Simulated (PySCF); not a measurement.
H₂O, SMILES O (connectivity only; charge and spin as stated), charge +1, multiplicity 2.

Geometry optimised at PBE0-D3(BJ)/def2-TZVPD. The spin state was assumed, not searched.

These are TDA-ωB97X/def2-TZVPD (PySCF) values and carry that method's errors.

Vertical excitations. 

### Question
Give excitation energies, oscillator strengths and character. (The exact figures need the calculation; the answer reports its results.)

### Answer

```json
[
 {"state": "root 1", "energy (eV)": "2.25", "λ (nm)": "550", "f": "0.001", "main pairs": "β HOMO→LUMO 99 %"},
 {"state": "root 2", "energy (eV)": "6.34", "λ (nm)": "196", "f": "0.000", "main pairs": "β HOMO−1→LUMO 99 %"},
 {"state": "root 3", "energy (eV)": "12.85", "λ (nm)": "96", "f": "0.006", "main pairs": "α HOMO→LUMO 24 %, β HOMO→LUMO+1 71 %"},
 {"state": "root 4", "energy (eV)": "13.77", "λ (nm)": "90", "f": "0.016", "main pairs": "α HOMO−1→LUMO 94 %"},
 {"state": "root 5", "energy (eV)": "13.95", "λ (nm)": "89", "f": "0.082", "main pairs": "α HOMO→LUMO 71 %, β HOMO→LUMO+1 24 %"},
 {"state": "root 6", "energy (eV)": "14.59", "λ (nm)": "85", "f": "0.006", "main pairs": "α HOMO→LUMO+1 22 %, β HOMO→LUMO+2 62 %"},
 {"state": "root 7", "energy (eV)": "15.77", "λ (nm)": "79", "f": "0.000", "main pairs": "α HOMO−1→LUMO+1 89 %"},
 {"state": "root 8", "energy (eV)": "15.99", "λ (nm)": "78", "f": "0.051", "main pairs": "α HOMO→LUMO+1 60 %, β HOMO→LUMO+2 27 %, β HOMO−1→LUMO+1 6 %"},
 {"state": "root 9", "energy (eV)": "16.49", "λ (nm)": "75", "f": "0.013", "main pairs": "α HOMO−2→LUMO 35 %, α HOMO→LUMO+1 8 %, β HOMO−1→LUMO+1 51 %"},
 {"state": "root 10", "energy (eV)": "17.73", "λ (nm)": "70", "f": "0.000", "main pairs": "α HOMO−2→LUMO+1 18 %, α HOMO→LUMO+3 6 %, β HOMO→LUMO+3 34 %, β HOMO−1→LUMO+2 20 %"}
]
```
Unrestricted roots are not spin-pure.
